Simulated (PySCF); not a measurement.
BCl$_{3}$, SMILES `ClB(Cl)Cl`, neutral singlet in the gas phase. 

Cartesian coordinates (Å):
```xyz
4

Cl    -0.8997    -1.4868    -0.0001
B      0.0000     0.0000     0.0000
Cl    -0.8379     1.5224     0.0001
Cl     1.7376    -0.0355     0.0000
```
Charge 0, spin multiplicity 1.

All levels are single points at this geometry (CAM-B3LYP-D3(BJ)/def2-TZVP); Pople sets use spherical d functions. Orbital energies aren't observables, and empty levels follow the basis.

```csv
level,HOMO (eV),LUMO (eV),gap (eV),dipole (D),"vertical IE, Delta-SCF (eV)"
CAM-B3LYP-D3(BJ)/def2-TZVP in PySCF,-10.46,-0.51,9.95,0.00,11.58
PBE-D3(BJ)/def2-TZVP in PySCF,-7.65,-2.61,5.04,0.00,10.77
PBE/6-31G* in PySCF,-7.61,-2.53,5.08,0.00,10.81
SVWN5/6-31G* in PySCF,-7.71,-2.75,4.97,0.00,10.95
HF/3-21G in PySCF,-12.92,1.55,14.47,0.00,–
HF/6-31G* in PySCF,-12.51,2.10,14.62,0.00,11.85
```
